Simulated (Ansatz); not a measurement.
We consider hcp Os, described by LDA in Ansatz (PAW).

Run with plane-wave cutoff 520 eV, 18×18×12 k mesh (along the axes of the cell as run), Fermi–Dirac smearing 0.1 eV, perturbation theory, no spin polarisation, scalar-relativistic PAW data made under PBE.

The cell has the measured lattice parameters. Conventional cell: a = 2.7342 Å, b = 2.7342 Å, c = 4.3199 Å, α = 90.00°, β = 90.00°, γ = 120.00°.

Harmonic phonon frequencies (cm⁻¹; i marks an imaginary mode):

| q point | frequencies |
|---|---|
| Γ | 0 0 0 164 164 214 |
| M | 110 136 153 160 168 175 |
| K | 145 145 169 170 170 217 |
| A | ? |
| L | 128 128 149 149 204 204 |
| H | ? |

Question: Complete the blanks.

Answer: 
- A, frequencies: 115 115 115 115 175 175
- H, frequencies: 148 148 190 190 196 196

No imaginary mode appears at these points.

Note: the cell isn't this level's own, so it is under some stress, which shifts stiffness and frequencies.

Ansatz is an electronic-structure program.
